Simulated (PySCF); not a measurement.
# BClH2: the cost of one run

Method: levels as typed in each script, gas phase, geometry from GFN2-xTB; program: PySCF 2.14.0.

## (1) The system as given

SMILES `ClB`, 4 atoms, charge 0, spin multiplicity 1.

Bond lengths: Cl1–B2 1.674 Å, B2–H3 1.172 Å, B2–H4 1.172 Å. Angles: Cl1–B2–H3 119.0°, Cl1–B2–H4 119.0°, H3–B2–H4 122.0°.

As a file:

```xyz
4

Cl   -0.53551    0.00000    0.00000
B     1.13813    0.00000    0.00000
H     1.70656    1.02488    0.00000
H     1.70655   -1.02488    0.00000
```

## (2) Density, bond paths and surface potential (B3LYP/def2-svpd)

The input, input.py:

```python
import numpy as np
from pyscf import gto, scf, dft
from pyscf.scf import atom_ks, atom_hf
from scipy.linalg import block_diag

def solve(mol, dm0=None, hcore=None):
    mf = (dft.UKS if mol.spin else dft.RKS)(mol, xc='b3lyp')
    mf.grids.level = 3
    mf = mf.density_fit(auxbasis='def2-universal-jkfit')
    mf.conv_tol, mf.max_cycle = 1e-8, 80
    if hcore is not None:
        mf.get_hcore = lambda *args: hcore
    mf.kernel(dm0)
    if not mf.converged:
        mf = mf.newton().run(mf.mo_coeff, mf.mo_occ, max_cycle=30)
    assert mf.converged, 'SCF not converged'
    return mf

mol = gto.M(atom='''
Cl    -0.53551     0.00000     0.00000
B      1.13813     0.00000     0.00000
H      1.70656     1.02488     0.00000
H      1.70655    -1.02488     0.00000
''', basis='def2-svpd', charge=0, spin=0, verbose=4)
mf = solve(mol)
mf.analyze()
# spherically averaged free atoms, for the promolecule
atm = atom_ks.get_atm_nrks(mol, xc='b3lyp')
pro = block_diag(*[(atm[a[0]][2] * atm[a[0]][3]) @ atm[a[0]][2].T for a in mol._atom])
np.savez('result.npz', e=mf.e_tot, c=mf.mo_coeff, occ=mf.mo_occ, eps=mf.mo_energy, pro=pro, dip=mf.dip_moment(verbose=0), s2=mf.spin_square()[0])
```

On the command line:

```sh
$ OMP_NUM_THREADS=1 python input.py
```

Q: Estimate wall time and peak memory on 1 thread of Arm Neoverse V1, shared host.

About 3.5 s, with a peak of 0.24 GiB.
